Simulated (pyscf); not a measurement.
`[OH][SiH]([F])[Cl]` + `[H]` [doublet] → `[OH][SiH][Cl]` [doublet] + `[FH]`, an atom transfer (doublet surface; F–Si broken, F–H formed). Single points on ωB97X-D3(BJ)/def2-SVP structures (PySCF, gas phase). MP2 and CC: frozen core, UHF for open shells. ΔMP2 is the change of the MP2 total energy from the triple- to the quadruple-zeta basis. Energies in kcal/mol from the separated reactants.

Small-basis levels: PySCF, no dispersion term, spherical d functions. AM1 to PM7: differences of heats of formation from MOPAC, which are fitted to 298 K values and so differ in kind from electronic energies by zero-point and thermal terms. Open shells are spin-unrestricted. 

```csv
level,barrier,reaction energy
HF/3-21G,59.9,+31.1
MP2/6-31G*,57.3,+37.9
B3LYP/3-21G,?,+26.6
B3LYP/6-31G*,?,+26.9
PBE/def2-SVP,27.4,+20.0
AM1,56.8,-11.1
PM3,46.7,+3.7
CCSD(T)/def2-TZVPP + ΔMP2(QZVPP),?,+20.6
```

Problem. Some entries are withheld; supply them.

Solution. 
- B3LYP/3-21G, barrier: 30.4
- B3LYP/6-31G*, barrier: 37.7
- CCSD(T)/def2-TZVPP + ΔMP2(QZVPP), barrier: 42.1

Against the last row the barrier runs from -14.7 (PBE/def2-SVP) to +17.8 kcal/mol (HF/3-21G); B3LYP/6-31G* happens to lie closest here (4.4 kcal/mol apart). CCSD(T)/def2-TZVPP + ΔMP2(QZVPP) has limits of its own. On the product side the descent ends in a complex, 7.1 kcal/mol under the separated species and 23.3 kcal/mol under the saddle at ωB97X-D3(BJ)/def2-TZVP. At the saddle there is also a short H–Si contact that neither side keeps. At ωB97X-D3(BJ)/def2-TZVP the barrier from the zero used here is 39.0 kcal/mol. One saddle was located; it need not be the lowest between these sides. The angle at the transferred F is 54°: a side-on saddle, likely not the lowest. The CCSD(T) − MP2 part came from Ansatz, without density fitting, on the same reference.
